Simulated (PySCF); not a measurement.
Species: C5H6O.
Atom-mapped SMILES: `[CH3:1][CH2:2][C:3]#[C:4][CH:5]=[O:6]` (hydrogens: H7, H8, H9 on C1; H10, H11 on C2; H12 on C5)

The geometry is computed with GFN2-xTB (gas phase).

Task: Give the optimised bond lengths and angles.

Result: 
```
               bond  length (Å)
              C1–C2       1.529
              C2–C3       1.443
              C3≡C4       1.206
              C4–C5       1.423
              C5=O6       1.204
C1–H7, C1–H8, C1–H9       1.087
     C2–H10, C2–H11       1.094
             C5–H12       1.110
```

Bonds in one row agree within 0.01 Å and their mean is given. A selection of angles:
```
     angle  degrees
  C2–C1–H7    110.4
  H7–C1–H8    108.4
  H7–C1–H9    108.8
  C1–C2–C3    111.4
 C1–C2–H10    110.3
 C3–C2–H10    108.5
 C3–C2–H11    108.5
H10–C2–H11    107.8
  C2–C3–C4    178.9
  C3–C4–C5    179.8
  C4–C5–O6    125.7
 C4–C5–H12    112.6
 O6–C5–H12    121.7
```

The 6 heavy atoms lie in one plane (0.001 Å rms). The C–C distances run from 1.206 Å (C3≡C4, drawn triple) to 1.529 Å (C1–C2, drawn single), a spread of 0.323 Å.

Point group: Cs (tolerance 0.08 Å). GFN2-xTB frequencies: not computed here.
